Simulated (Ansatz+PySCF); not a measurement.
A calculation with Ansatz (development build ahead of 0.2.0).

```yaml
crystal:
  periodic: [false, false, false]
  atoms:
    - { symbol: "N", position_ang: [0.0, 0.0, -0.19627] }
    - { symbol: H, position_ang: [0.0, 0.0, 1.3739] }
    - { symbol: H, position_ang: [30.0, 0.0, -1.82201] }
    - { symbol: F, position_ang: [30.0, 0.0, 0.20245] }
basis:
  gaussian: { orbitals: "6-31G" }
magnetization:
  initial_magnetization: 2
hamiltonian:
  xc: hf
correlation:
  method: mp2
  frozen_orbitals: { F: 1, H: 0, "N": 1 }
scf:
  omitted_lower_state_checks: [starts, atomic_configurations, cluster_reference, orbital_swaps, given_window_search, neighbouring_geometries, increment]
```

The input is written out in the form of the current development build from the run's settings. Correlation on restricted open-shell orbitals is semicanonical, with singles.

The run gave:

```yaml
Converged: yes
Reference_energy: -154.59588 hartree
Correlation_energy: -0.26606 hartree
Total_energy: -154.86194 hartree
Spin_squared_of_the_determinant: 2.000
Stability_test: minimum among restricted orbitals
```

The reference isn't the lowest determinant (another lies 0.15 eV lower), but the same method gives a higher total on the lower determinant. Caution: large amplitudes, a single reference is doubtful; an unrestricted determinant lies well below.
